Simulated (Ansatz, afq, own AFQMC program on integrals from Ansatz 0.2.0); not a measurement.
AFQMC on a folder of integrals that Ansatz 0.2.0 wrote.

```yaml
crystal:
  periodic: [false, false, false]
  atoms:
    - {symbol: Cl, position_ang: [0.000000, 0.000000, -2.166000]}
    - {symbol: Al, position_ang: [0.000000, 0.000000, -0.075200]}
    - {symbol: Ga, position_ang: [0.000000, 0.000000, 2.241200]}
basis:
  gaussian: {orbitals: cc-pVDZ}
total_charge: 1
magnetization: {spin_polarized: true, initial_magnetization: 2}
correlation: {method: ccsd_t, electrons: outside_noble_gas, hamiltonian_folder: ham}
```

```sh
$ ansatz run in.yaml --threads 1 --pin off --events-out ev --progress --plain --max-ram 1382MiB
```

Options of the walk:

```
--method phaseless --trial hf --walkers 120 --populations 1 --least-time 40 --time-step 0.005 --steps-per-block 20 --equilibration-blocks 112 --max-blocks 600 --target-error 0.00126 --factor-cut 1e-05 --start spin_pure --seed 7808 --taylor-order 6
```

Times are imaginary, in 1/Eh. The walk had a cap of 1581 s. Filled inner d shells are frozen with the cores.

```
orbitals 39  electrons 7 5  factors 295 of 700
reference energy -2624.41235060 Eh
CCSD correlation -0.22147713 Eh in 12 cycles, weight of the determinant in the CISD state 0.8697
energy of the start -2624.412574 Eh
 block  time / (1/Eh)  mean weight  energy / Eh
     1     0.100  0.9997  -2624.450006
     2     0.200  1.0019  -2624.485756
     3     0.300  1.0023  -2624.522387
     4     0.400  0.9998  -2624.533242
     5     0.500  1.0030  -2624.537813
    10     1.000  0.9998  -2624.604944
    86     8.600  0.9994  -2624.647751
   171    17.100  0.9990  -2624.647622
   256    25.600  0.9992  -2624.637270
   341    34.100  0.9977  -2624.621398
   426    42.600  1.0000  -2624.635677
   460    46.000  0.9998  -2624.678883
   511    51.100  1.0001  -2624.639184
   528    52.800  0.9997  -2624.612598
   596    59.600  1.0008  -2624.638184
   681    68.100  0.9986  -2624.671072
   698    69.800  1.0015  -2624.662709
blocks merged  error / Eh  count
     1  0.000645  600
     2  0.000860  300
     4  0.001138  150
     8  0.001445  75
    16  0.001705  37
    32  0.001969  18
    64  0.002542  9
energy -2624.640314 +/- 0.001969 Eh
(rows thinned)
```

Problem. Estimate how long the walk took on 1 thread of Arm Neoverse V2, on a shared host.

Solution. 4.6 min of wall time.

The run passed its tests (sampling time, drift between the halves within three errors, error under three times the target), which doesn't prove that it has relaxed. The second half of the sampling lies below the first by 1.6 errors of their difference, so the energy may still be moving and its error bar be too small.

Against this walk (error 53.6 meV) on the same determinant: CCSD(T) 0.7 meV lower (within the noise), CCSDT(Q) 47.0 meV lower (within the noise), a separate phaseless walk with a CISD trial and standard settings 39.7 ± 54.7 meV lower (within the noise). The error is statistical and leaves out the bias of the constraint.

Cautions: constraint bias not in the error; error above the target (53.6 against 34.3 meV); no relativity below Rb; no spin-orbit coupling; inner d shell frozen; lower spins were not checked.

CCSDT and higher add their correlation energy to the determinant of the CCSD(T) run, since their own runs factorise the integrals more tightly (a shift of under 2 meV). A walk keeps the symmetry of its determinant, which the program's search chose and which needn't be the lowest solution, so a lower state of the same spin and another symmetry isn't excluded.
